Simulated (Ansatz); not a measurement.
A (111) slab of W (Fm-3m (No. 225)), 5 planes, outer planes W (top) and W (bottom), with 5 atoms (W5) in a surface cell of A = 6.921 Å², as cut from the bulk:

```xyz
5
Lattice="2.8270 0.0000 0.0000 -1.4135 2.4483 0.0000 0.0000 0.0000 24.2330" Properties=species:S:1:pos:R:3 pbc="T T T"
W     1.4135    0.8161    7.5000
W     0.0000    1.6322    9.8082
W     0.0000    0.0000   12.1165
W     1.4135    0.8161   14.4247
W     0.0000    1.6322   16.7330
```

Computed with DFT PBEsol, scalar-relativistic, plane waves, PAW in Ansatz. Settings: cutoff 420 eV, Γ-centred mesh 12×12×1 on the computed 5-atom cell, Gaussian smearing of 0.10 eV; no spin polarisation.

Against the same 5 atoms in the bulk, the slab as cut lies 2.549 eV higher and the relaxed slab 2.540 eV higher.

Problem. Work out the surface energy before and after relaxation.

Solution. The slab has two faces, so γ = (E_slab − N·E_bulk)/(2A), the mean of both. As cut: 2.549/(2 × 6.921) = 0.1841 eV/Å², and 1 eV/Å² = 16.02 J/m², so γ = 2.95 J/m². Relaxed: 2.540/(2 × 6.921) = 0.1835 eV/Å² = 2.94 J/m². Relaxation recovers 0.4 % of the cost of cutting.

Problem. A cut through this plane breaks about 3 nearest-neighbour bonds a surface cell. What does each broken bond cost, before relaxation?

Solution. One cut makes two faces and costs 2γA = 2.549 eV, shared by 3 bonds: 0.85 eV a bond. In a metal this is less than the cohesive energy a bond, since the bonds that remain at the surface strengthen.

Problem. What is the ideal work of this cut, per area?

Solution. Griffith's ideal work is 2γ: 5.90 J/m² if the new faces stay rigid, 5.88 J/m² if they relax. One thickness was run, 5 planes, so γ can still shift with it.

The reference crystal is the fcc form of W, which isn't its usual structure.